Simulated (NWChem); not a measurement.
## AlH3S: a line through the functionals

AlH3S: 5 atoms, total charge 0, spin state singlet. As SMILES, `[AlH2][SH]`. Geometry: relaxed at PBE0-D4/def2-TZVP.

The dipole moment y, in D, basis def2-TZVP; a is the functional's share of exact exchange. Programs: NWChem 7.3.0.

```
functional  program     a  y (D)
    r2SCAN   NWChem     0   0.96
      TPSS   NWChem     0   0.91
     B3LYP   NWChem   0.2      ?
      PBE0   NWChem  0.25   0.98
     BHLYP   NWChem   0.5   1.04
```

Problem. Fit y = c + s·a to the known rows and predict B3LYP.

Solution. 
1. Means of the 4 rows: a = 0.1875, y = 0.973.
2. Σ(Δa)² = 0.17188, Σ(Δa·Δy) = 0.035625, so the slope is 0.035625/0.17188 = 0.20727.
3. Intercept: 0.973 − (0.20727) × 0.1875 = 0.934. The largest residual of the fit is 0.026.
4. B3LYP: 0.934 + (0.20727) × 0.2 = 0.98 D.

The run gave 0.94 D, so the prediction is off by +0.04 D, about the scatter of the fit. More exact exchange makes the molecule more polar here.
